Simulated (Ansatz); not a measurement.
# C3H4OS: small, medium and large basis sets

The task here is to estimate one member of a computed series from the others.

The runs use Ansatz 0.2.0, Gaussian basis; one geometry, several basis sets.

Levels to be run: PBE0-D4/def2-SVP; ωB97M-V/def2-SVP; PBE0-D4/def2-QZVPP; ωB97M-V/def2-QZVPP; the functionals' def2-TZVPP values are taken from earlier runs.

**The geometry**

An earlier PBE0-D4 in a triple-zeta def2 set relaxation fixed the geometry.

SMILES `C#CSCO`, 9 atoms, charge 0, spin multiplicity 1.

Atoms are counted from 1 here; the program's logs count them from 0.

Bond lengths: C1–C2 1.205 Å, C1–H6 1.064 Å, C2–S3 1.675 Å, S3–C4 1.828 Å, C4–O5 1.385 Å, C4–H7 1.089 Å, C4–H8 1.098 Å, O5–H9 0.962 Å. Angles: C2–C1–H6 179.7°, C1–C2–S3 177.5°, C2–S3–C4 101.0°, S3–C4–O5 115.1°, S3–C4–H7 108.4°, S3–C4–H8 102.8°, O5–C4–H7 107.5°, O5–C4–H8 113.4°, H7–C4–H8 109.5°, C4–O5–H9 109.0°.

The first run:

in.yaml reads:

```yaml
crystal:
  periodic: [false, false, false]
  atoms:
    - {symbol: C, position_ang: [1.558664, 1.794840, -0.678963]}
    - {symbol: C, position_ang: [1.300840, 0.739107, -0.159204]}
    - {symbol: S, position_ang: [1.008102, -0.727172, 0.595240]}
    - {symbol: C, position_ang: [-0.699685, -1.069881, 0.041136]}
    - {symbol: O, position_ang: [-1.660408, -0.198007, 0.525563]}
    - {symbol: H, position_ang: [1.780490, 2.727752, -1.140379]}
    - {symbol: H, position_ang: [-0.726084, -1.014165, -1.045819]}
    - {symbol: H, position_ang: [-0.854028, -2.109229, 0.358436]}
    - {symbol: H, position_ang: [-1.619291, -0.189446, 1.486891]}
basis:
  gaussian: {orbitals: def2-SVP}
hamiltonian: {xc: pbe0, dispersion: d4}
output: {orbitals: {seedname: orbitals}}
```

On the command line:

```bash
$ ansatz run in.yaml --threads 2 --pin off --events-out ev --progress --plain --max-ram 4352MiB
```

Steps of the session up to this table: PBE0-D4 in def2-SVP; ωB97M-V in def2-SVP; PBE0-D4 in def2-QZVPP; ωB97M-V in def2-QZVPP.

One of the session's tables, all rows but one given; the rest of the session is left out.

It belongs to the step «Functionals by basis». 

| functional | basis | HOMO (eV) | LUMO (eV) |
| --- | --- | --- | --- |
| PBE0-D4 | def2-SVP | -6.68 | 0.04 |
| PBE0-D4 | def2-TZVPP | -6.76 | -0.31 |
| PBE0-D4 | def2-QZVPP | -6.79 | -0.42 |
| ωB97M-V | def2-SVP | -8.77 | 2.18 |
| ωB97M-V | def2-TZVPP | -8.88 | 1.67 |
| ωB97M-V | def2-QZVPP | ? | ? |

**Question.** Estimate the row for ωB97M-V, def2-QZVPP.

As computed: HOMO (eV): -8.91; LUMO (eV): 1.35. In the column «HOMO (eV)» it is the lowest.
